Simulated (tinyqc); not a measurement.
UKS/exchange-only LDA in the sto-3g basis, for NH, spin multiplicity 3, step by step (part 1 of 2). Computed by tinyqc, a small Python program that keeps every step (integrals from PySCF). Settings: charge = 0, multiplicity = 3, basis = sto-3g, energy threshold = 1e-08, iteration cap = 86, orthogonalisation = canonical, start = core, DIIS depth = 0, method = UKS, functional = Slater exchange alone, grid = [30, 14]. Command: `OMP_NUM_THREADS=1 python tinyqc.py 20375 20376 out.jsonl` (the two numbers bound the seeds that draw the settings). One thread of a shared host (Intel(R) Xeon(R) Processor @ 2.60GHz), about 1 s of CPU time with the checks. Later iterations appear only in the table of the cycle.

## One-electron integrals

Geometry (angstrom):
```
atom         x         y         z
N     0.000000  0.000000  0.000000
H     0.000000  0.000000  1.535000
```

Basis sto-3g: exponents (1/bohr^2) and contraction coefficients of normalised primitives:
```
element  l (shell)   exponent  coefficient
N            s (1)  99.106169     0.154329
N            s (1)  18.052312     0.535328
N            s (1)   4.885660     0.444635
N            s (2)   3.780456    -0.099967
N            s (2)   0.878497     0.399513
N            s (2)   0.285714     0.700115
N            p (3)   3.780456     0.155916
N            p (3)   0.878497     0.607684
N            p (3)   0.285714     0.391957
H            s (1)   3.425251     0.154329
H            s (1)   0.623914     0.535328
H            s (1)   0.168855     0.444635
```

Overlap, kinetic and nuclear-attraction integrals over the contracted functions; the nuclear repulsion is the sum of Za Zb / Rab.

nuclear repulsion = 2.41318598 hartree

overlap S:
```
           1N 1s     1N 2s    1N 2px    1N 2py    1N 2pz     2H 1s
1N 1s   1.000000  0.235038  0.000000  0.000000  0.000000  0.017624
1N 2s   0.235038  1.000000  0.000000  0.000000  0.000000  0.230687
1N 2px  0.000000  0.000000  1.000000  0.000000  0.000000  0.000000
1N 2py  0.000000  0.000000  0.000000  1.000000  0.000000  0.000000
1N 2pz  0.000000  0.000000  0.000000  0.000000  1.000000  0.244785
2H 1s   0.017624  0.230687  0.000000  0.000000  0.244785  1.000000
```

kinetic energy T (hartree):
```
            1N 1s      1N 2s    1N 2px    1N 2py    1N 2pz      2H 1s
1N 1s   21.990753  -0.128416  0.000000  0.000000  0.000000  -0.005175
1N 2s   -0.128416   0.606994  0.000000  0.000000  0.000000   0.002159
1N 2px   0.000000   0.000000  1.899358  0.000000  0.000000   0.000000
1N 2py   0.000000   0.000000  0.000000  1.899358  0.000000   0.000000
1N 2pz   0.000000   0.000000  0.000000  0.000000  1.899358   0.051359
2H 1s   -0.005175   0.002159  0.000000  0.000000  0.051359   0.760032
```

nuclear attraction V (hartree):
```
             1N 1s      1N 2s     1N 2px     1N 2py     1N 2pz      2H 1s
1N 1s   -46.530704  -5.513974   0.000000   0.000000  -0.006885  -0.422083
1N 2s    -5.513974  -7.208785   0.000000   0.000000  -0.087241  -1.189020
1N 2px    0.000000   0.000000  -7.137975   0.000000   0.000000   0.000000
1N 2py    0.000000   0.000000   0.000000  -7.137975   0.000000   0.000000
1N 2pz   -0.006885  -0.087241   0.000000   0.000000  -7.185130  -1.117735
2H 1s    -0.422083  -1.189020   0.000000   0.000000  -1.117735  -3.631404
```

core Hamiltonian H = T + V (hartree):
```
             1N 1s      1N 2s     1N 2px     1N 2py     1N 2pz      2H 1s
1N 1s   -24.539951  -5.642390   0.000000   0.000000  -0.006885  -0.427258
1N 2s    -5.642390  -6.601791   0.000000   0.000000  -0.087241  -1.186861
1N 2px    0.000000   0.000000  -5.238617   0.000000   0.000000   0.000000
1N 2py    0.000000   0.000000   0.000000  -5.238617   0.000000   0.000000
1N 2pz   -0.006885  -0.087241   0.000000   0.000000  -5.285772  -1.066376
2H 1s    -0.427258  -1.186861   0.000000   0.000000  -1.066376  -2.871372
```

## Two-electron integrals

Functions are numbered as in S; the eight-fold symmetry (ij|kl) = (ji|kl) = (kl|ij) leaves the list below.

Two-electron integrals (ij|kl) in chemists' order, unique and non-zero (hartree):
```
(11|11) 4.166630   (21|11) 0.640849   (21|21) 0.117461   (22|11) 0.969864
(22|21) 0.220936   (22|22) 0.708245   (31|31) 0.020960   (32|31) 0.032452
(32|32) 0.156449   (33|11) 0.967124   (33|21) 0.220977   (33|22) 0.708086
(33|33) 0.762805   (41|41) 0.020960   (42|41) 0.032452   (42|42) 0.156449
(43|43) 0.041119   (44|11) 0.967124   (44|21) 0.220977   (44|22) 0.708086
(44|33) 0.680568   (44|44) 0.762805   (51|51) 0.020960   (52|51) 0.032452
(52|52) 0.156449   (53|53) 0.041119   (54|54) 0.041119   (55|11) 0.967124
(55|21) 0.220977   (55|22) 0.708086   (55|33) 0.680568   (55|44) 0.680568
(55|55) 0.762805   (61|11) 0.048500   (61|21) 0.008828   (61|22) 0.016548
(61|33) 0.016514   (61|44) 0.016514   (61|51) 0.000424   (61|52) 0.000811
(61|55) 0.016618   (61|61) 0.000673   (62|11) 0.148412   (62|21) 0.034360
(62|22) 0.125930   (62|33) 0.123210   (62|44) 0.123210   (62|51) 0.002807
(62|52) 0.023796   (62|55) 0.131239   (62|61) 0.002653   (62|62) 0.031963
(63|31) 0.003099   (63|32) 0.019243   (63|53) 0.004485   (63|63) 0.003671
(64|41) 0.003099   (64|42) 0.019243   (64|54) 0.004485   (64|64) 0.003671
(65|11) 0.131694   (65|21) 0.030824   (65|22) 0.120327   (65|33) 0.114981
(65|44) 0.114981   (65|51) 0.005175   (65|52) 0.039501   (65|55) 0.130878
(65|61) 0.002453   (65|62) 0.036655   (65|65) 0.045080   (66|11) 0.343474
(66|21) 0.080687   (66|22) 0.339468   (66|33) 0.326646   (66|44) 0.326646
(66|51) 0.006672   (66|52) 0.080244   (66|55) 0.364750   (66|61) 0.006242
(66|62) 0.121088   (66|65) 0.155615   (66|66) 0.774606
```

## Orthogonalisation

S = U s U^T; canonical form X = U s^(-1/2), so that X^T S X = 1. Each column of U has its largest component positive (the first on a tie).

eigenvalues of S: 0.625936  0.841323  1.000000  1.000000  1.143142  1.389599

X:
```
                1          2          3         4          5         6
1N 1s    0.433792   0.682230   0.000000  0.000000  -0.549127  0.324059
1N 2s   -0.748216  -0.430675   0.000000  0.000000  -0.359647  0.498757
1N 2px   0.000000   0.000000  -0.271029  0.962571   0.000000  0.000000
1N 2py   0.000000   0.000000   0.962571  0.271029   0.000000  0.000000
1N 2pz  -0.504718   0.615303   0.000000  0.000000   0.575138  0.321792
2H 1s    0.771274  -0.398858   0.000000  0.000000   0.336321  0.512162
```

Within a degenerate level the vectors are fixed only up to a rotation; this is one choice.

## Starting guess

The start is the orbitals of the core Hamiltonian; D(s) = C_occ C_occ^T for each spin.

D(alpha) at the start:
```
            1N 1s      1N 2s    1N 2px    1N 2py     1N 2pz      2H 1s
1N 1s    1.059670  -0.255320  0.000000  0.000000  -0.007173   0.020215
1N 2s   -0.255320   1.092062  0.000000  0.000000   0.038237  -0.084100
1N 2px   0.000000   0.000000  1.000000  0.000000   0.000000   0.000000
1N 2py   0.000000   0.000000  0.000000  1.000000   0.000000   0.000000
1N 2pz  -0.007173   0.038237  0.000000  0.000000   1.042567  -0.109369
2H 1s    0.020215  -0.084100  0.000000  0.000000  -0.109369   0.017355
```

D(beta) at the start:
```
            1N 1s      1N 2s    1N 2px    1N 2py     1N 2pz      2H 1s
1N 1s    1.059670  -0.255320  0.000000  0.000000  -0.007173   0.020215
1N 2s   -0.255320   1.092062  0.000000  0.000000   0.038237  -0.084100
1N 2px   0.000000   0.000000  0.000000  0.000000   0.000000   0.000000
1N 2py   0.000000   0.000000  0.000000  0.000000   0.000000   0.000000
1N 2pz  -0.007173   0.038237  0.000000  0.000000   1.042567  -0.109369
2H 1s    0.020215  -0.084100  0.000000  0.000000  -0.109369   0.017355
```

## Iteration 1: exchange-correlation on the grid

Becke grid with 30 radial and 14 angular points per atom, points of zero weight dropped. rho = sum D_ij phi_i phi_j; V_xc,ij = sum w v_xc phi_i phi_j; v_xc is d(rho eps)/d rho(s) for spin s.

The 12 grid points with the largest w rho, of 824 (bohr, atomic units):
```
x                  y          z         w  rho(alpha)  rho(beta)     eps_xc  v_xc(alpha)
0.000000    0.000000  -1.211479  0.282858    0.161584   0.161584  -0.506829    -0.675772
0.000000    0.000000  -1.457732  0.468231    0.090634   0.090634  -0.417983    -0.557310
0.000000    0.000000   1.211479  0.258904    0.161484   0.161484  -0.506724    -0.675632
0.000000    0.000000   0.996599  0.162954    0.251161   0.251161  -0.587101    -0.782801
0.000000    0.000000  -0.996599  0.166576    0.245152   0.245152  -0.582381    -0.776508
0.699448   -0.699448   0.699448  0.316118    0.163343   0.084304  -0.474400    -0.678215
-0.699448  -0.699448   0.699448  0.316118    0.163343   0.084304  -0.474400    -0.678215
0.699448    0.699448   0.699448  0.316118    0.163343   0.084304  -0.474400    -0.678215
-0.699448   0.699448   0.699448  0.316118    0.163343   0.084304  -0.474400    -0.678215
-0.699448   0.699448  -0.699448  0.318216    0.160308   0.081269  -0.471033    -0.673988
-0.699448  -0.699448  -0.699448  0.318216    0.160308   0.081269  -0.471033    -0.673988
0.699448    0.699448  -0.699448  0.318216    0.160308   0.081269  -0.471033    -0.673988
```

electrons on the grid, sum of w rho = 7.993513

E_xc = sum of w rho eps_xc = -6.53395436 hartree

V_xc(alpha) (hartree):
```
            1N 1s      1N 2s     1N 2px     1N 2py     1N 2pz      2H 1s
1N 1s   -2.464965  -0.351990   0.000000   0.000000  -0.000479  -0.026822
1N 2s   -0.351990  -0.665047   0.000000   0.000000   0.000925  -0.093630
1N 2px   0.000000   0.000000  -0.661221   0.000000   0.000000   0.000000
1N 2py   0.000000   0.000000   0.000000  -0.661221   0.000000   0.000000
1N 2pz  -0.000479   0.000925   0.000000   0.000000  -0.660070  -0.077157
2H 1s   -0.026822  -0.093630   0.000000   0.000000  -0.077157  -0.119650
```

V_xc(beta) (hartree):
```
            1N 1s      1N 2s     1N 2px     1N 2py     1N 2pz      2H 1s
1N 1s   -2.431151  -0.326419   0.000000   0.000000  -0.000596  -0.025032
1N 2s   -0.326419  -0.530117   0.000000   0.000000   0.000325  -0.078035
1N 2px   0.000000   0.000000  -0.496213   0.000000   0.000000   0.000000
1N 2py   0.000000   0.000000   0.000000  -0.496213   0.000000   0.000000
1N 2pz  -0.000596   0.000325   0.000000   0.000000  -0.584380  -0.069289
2H 1s   -0.025032  -0.078035   0.000000   0.000000  -0.069289  -0.108692
```

## Iteration 1: building the Kohn-Sham matrix

J_ij = sum D_kl (ij|kl) with D = D(alpha) + D(beta); F = H + J + V_xc; E = tr D H + tr D J / 2 + E_xc + E_nn.

Coulomb J (hartree):
```
            1N 1s     1N 2s    1N 2px    1N 2py    1N 2pz     2H 1s
1N 1s   14.153453  2.601959  0.000000  0.000000  0.001420  0.196013
1N 2s    2.601959  6.187473  0.000000  0.000000  0.000562  1.055748
1N 2px   0.000000  0.000000  6.153901  0.000000  0.000000  0.000000
1N 2py   0.000000  0.000000  0.000000  6.153901  0.000000  0.000000
1N 2pz   0.001420  0.000562  0.000000  0.000000  6.234814  0.992735
2H 1s    0.196013  1.055748  0.000000  0.000000  0.992735  2.731480
```

F(alpha) (hartree):
```
             1N 1s      1N 2s    1N 2px    1N 2py     1N 2pz      2H 1s
1N 1s   -12.851464  -3.392421  0.000000  0.000000  -0.005944  -0.258067
1N 2s    -3.392421  -1.079365  0.000000  0.000000  -0.085754  -0.224743
1N 2px    0.000000   0.000000  0.254063  0.000000   0.000000   0.000000
1N 2py    0.000000   0.000000  0.000000  0.254063   0.000000   0.000000
1N 2pz   -0.005944  -0.085754  0.000000  0.000000   0.288972  -0.150798
2H 1s    -0.258067  -0.224743  0.000000  0.000000  -0.150798  -0.259542
```

F(beta) (hartree):
```
             1N 1s      1N 2s    1N 2px    1N 2py     1N 2pz      2H 1s
1N 1s   -12.817649  -3.366850  0.000000  0.000000  -0.006061  -0.256277
1N 2s    -3.366850  -0.944435  0.000000  0.000000  -0.086354  -0.209148
1N 2px    0.000000   0.000000  0.419070  0.000000   0.000000   0.000000
1N 2py    0.000000   0.000000  0.000000  0.419070   0.000000   0.000000
1N 2pz   -0.006061  -0.086354  0.000000  0.000000   0.364663  -0.142930
2H 1s    -0.256277  -0.209148  0.000000  0.000000  -0.142930  -0.248584
```

total energy of this density = -52.82511013 hartree

## Iteration 1: diagonalisation and new density

Diagonalise F' = X^T F X, C = X C', fill 5 alpha and 3 beta electrons from the bottom; D(s) = C_occ C_occ^T. Each column has its largest component positive (the first on a tie).

F' = X^T F X (alpha) (hartree):
```
           1          2         3         4          5          6
1  -0.759268  -1.959767  0.000000  0.000000   1.922533  -1.542909
2  -1.959767  -3.942413  0.000000  0.000000   4.742384  -3.187642
3   0.000000   0.000000  0.254063  0.000000   0.000000   0.000000
4   0.000000   0.000000  0.000000  0.254063   0.000000   0.000000
5   1.922533   4.742384  0.000000  0.000000  -5.157980   3.786472
6  -1.542909  -3.187642  0.000000  0.000000   3.786472  -3.031809
```

orbital energies (alpha) (hartree): MO1 -12.863311, MO2 -0.331846, MO3 -0.079230, MO4 0.254063, MO5 0.254063, MO6 0.382916

coefficients C (alpha):
```
              MO1        MO2        MO3        MO4       MO5        MO6
1N 1s    0.992043  -0.155672  -0.227550   0.000000  0.000000   0.002095
1N 2s    0.032240   0.534665   0.914373   0.000000  0.000000   0.020693
1N 2px   0.000000   0.000000   0.000000  -0.132499  0.991183   0.000000
1N 2py   0.000000   0.000000   0.000000   0.991183  0.132499   0.000000
1N 2pz   0.001792   0.150536  -0.038705   0.000000  0.000000   1.021523
2H 1s   -0.004973   0.697629  -0.694880   0.000000  0.000000  -0.399756
```

F' = X^T F X (beta) (hartree):
```
           1          2         3         4          5          6
1  -0.691495  -1.945409  0.000000  0.000000   1.931670  -1.596055
2  -1.945409  -3.885533  0.000000  0.000000   4.776584  -3.196098
3   0.000000   0.000000  0.419070  0.000000   0.000000   0.000000
4   0.000000   0.000000  0.000000  0.419070   0.000000   0.000000
5   1.931670   4.776584  0.000000  0.000000  -5.095022   3.764664
6  -1.596055  -3.196098  0.000000  0.000000   3.764664  -2.964778
```

orbital energies (beta) (hartree): MO1 -12.828315, MO2 -0.288185, MO3 0.022327, MO4 0.419070, MO5 0.419070, MO6 0.457345

coefficients C (beta):
```
              MO1        MO2        MO3        MO4       MO5        MO6
1N 1s    0.992504  -0.109080  -0.251373   0.000000  0.000000   0.004069
1N 2s    0.030472   0.351298   0.999472   0.000000  0.000000   0.011299
1N 2px   0.000000   0.000000   0.000000  -0.162522  0.986705   0.000000
1N 2py   0.000000   0.000000   0.000000   0.986705  0.162522   0.000000
1N 2pz   0.001721   0.136785   0.006618   0.000000  0.000000   1.024165
2H 1s   -0.004690   0.823708  -0.556079   0.000000  0.000000  -0.376343
```

D(alpha) after iteration 1:
```
            1N 1s      1N 2s    1N 2px    1N 2py     1N 2pz      2H 1s
1N 1s    1.060163  -0.259315  0.000000  0.000000  -0.012849   0.044585
1N 2s   -0.259315   1.122984  0.000000  0.000000   0.045153  -0.262542
1N 2px   0.000000   0.000000  1.000000  0.000000   0.000000   0.000000
1N 2py   0.000000   0.000000  0.000000  1.000000   0.000000   0.000000
1N 2pz  -0.012849   0.045153  0.000000  0.000000   0.024163   0.131905
2H 1s    0.044585  -0.262542  0.000000  0.000000   0.131905   0.969570
```

D(beta) after iteration 1:
```
            1N 1s      1N 2s    1N 2px    1N 2py     1N 2pz      2H 1s
1N 1s    1.060151  -0.259317  0.000000  0.000000  -0.014876   0.045279
1N 2s   -0.259317   1.123284  0.000000  0.000000   0.054719  -0.266562
1N 2px   0.000000   0.000000  0.000000  0.000000   0.000000   0.000000
1N 2py   0.000000   0.000000  0.000000  0.000000   0.000000   0.000000
1N 2pz  -0.014876   0.054719  0.000000  0.000000   0.018757   0.108983
2H 1s    0.045279  -0.266562  0.000000  0.000000   0.108983   0.987740
```

Within a degenerate level the vectors are fixed only up to a rotation; this is one choice.

## Iteration 2: exchange-correlation on the grid

As before.

The 12 grid points with the largest w rho, of 824 (bohr, atomic units):
```
x                  y         z         w  rho(alpha)  rho(beta)     eps_xc  v_xc(alpha)
1.211479    0.000000  0.000000  0.282836    0.161339   0.042771  -0.468612    -0.675430
0.000000   -1.211479  0.000000  0.282836    0.161339   0.042771  -0.468612    -0.675430
-1.211479   0.000000  0.000000  0.282836    0.161339   0.042771  -0.468612    -0.675430
0.000000    1.211479  0.000000  0.282836    0.161339   0.042771  -0.468612    -0.675430
-0.699448   0.699448  0.699448  0.316118    0.127216   0.048347  -0.432470    -0.623995
0.699448    0.699448  0.699448  0.316118    0.127216   0.048347  -0.432470    -0.623995
-0.699448  -0.699448  0.699448  0.316118    0.127216   0.048347  -0.432470    -0.623995
0.699448   -0.699448  0.699448  0.316118    0.127216   0.048347  -0.432470    -0.623995
0.000000   -1.457732  0.000000  0.468121    0.090314   0.023068  -0.386444    -0.556655
1.457732    0.000000  0.000000  0.468121    0.090314   0.023068  -0.386444    -0.556655
-1.457732   0.000000  0.000000  0.468121    0.090314   0.023068  -0.386444    -0.556655
0.000000    1.457732  0.000000  0.468121    0.090314   0.023068  -0.386444    -0.556655
```

electrons on the grid, sum of w rho = 7.979447

E_xc = sum of w rho eps_xc = -6.08987711 hartree

V_xc(alpha) (hartree):
```
            1N 1s      1N 2s     1N 2px     1N 2py     1N 2pz      2H 1s
1N 1s   -2.448708  -0.339944   0.000000   0.000000  -0.001177  -0.025869
1N 2s   -0.339944  -0.609625   0.000000   0.000000  -0.014581  -0.106711
1N 2px   0.000000   0.000000  -0.629890   0.000000   0.000000   0.000000
1N 2py   0.000000   0.000000   0.000000  -0.629890   0.000000   0.000000
1N 2pz  -0.001177  -0.014581   0.000000   0.000000  -0.555924  -0.104427
2H 1s   -0.025869  -0.106711   0.000000   0.000000  -0.104427  -0.450443
```

V_xc(beta) (hartree):
```
            1N 1s      1N 2s     1N 2px     1N 2py     1N 2pz      2H 1s
1N 1s   -2.412048  -0.310685   0.000000   0.000000  -0.001821  -0.023824
1N 2s   -0.310685  -0.450660   0.000000   0.000000  -0.020228  -0.089530
1N 2px   0.000000   0.000000  -0.441273   0.000000   0.000000   0.000000
1N 2py   0.000000   0.000000   0.000000  -0.441273   0.000000   0.000000
1N 2pz  -0.001821  -0.020228   0.000000   0.000000  -0.455230  -0.096610
2H 1s   -0.023824  -0.089530   0.000000   0.000000  -0.096610  -0.447535
```

## Iteration 2: building the Kohn-Sham matrix

As before.

Coulomb J (hartree):
```
            1N 1s     1N 2s    1N 2px    1N 2py    1N 2pz     2H 1s
1N 1s   12.911564  2.322689  0.000000  0.000000  0.017977  0.175444
1N 2s    2.322689  5.456849  0.000000  0.000000  0.180509  1.039880
1N 2px   0.000000  0.000000  5.451857  0.000000  0.000000  0.000000
1N 2py   0.000000  0.000000  0.000000  5.451857  0.000000  0.000000
1N 2pz   0.017977  0.180509  0.000000  0.000000  5.446913  1.048688
2H 1s    0.175444  1.039880  0.000000  0.000000  1.048688  3.555822
```

F(alpha) (hartree):
```
             1N 1s      1N 2s     1N 2px     1N 2py     1N 2pz      2H 1s
1N 1s   -14.077096  -3.659645   0.000000   0.000000   0.009915  -0.277684
1N 2s    -3.659645  -1.754567   0.000000   0.000000   0.078687  -0.253692
1N 2px    0.000000   0.000000  -0.416650   0.000000   0.000000   0.000000
1N 2py    0.000000   0.000000   0.000000  -0.416650   0.000000   0.000000
1N 2pz    0.009915   0.078687   0.000000   0.000000  -0.394783  -0.122115
2H 1s    -0.277684  -0.253692   0.000000   0.000000  -0.122115   0.234007
```

F(beta) (hartree):
```
             1N 1s      1N 2s     1N 2px     1N 2py     1N 2pz      2H 1s
1N 1s   -14.040436  -3.630386   0.000000   0.000000   0.009272  -0.275638
1N 2s    -3.630386  -1.595602   0.000000   0.000000   0.073040  -0.236510
1N 2px    0.000000   0.000000  -0.228033   0.000000   0.000000   0.000000
1N 2py    0.000000   0.000000   0.000000  -0.228033   0.000000   0.000000
1N 2pz    0.009272   0.073040   0.000000   0.000000  -0.294089  -0.114298
2H 1s    -0.275638  -0.236510   0.000000   0.000000  -0.114298   0.236915
```

total energy of this density = -52.96493139 hartree
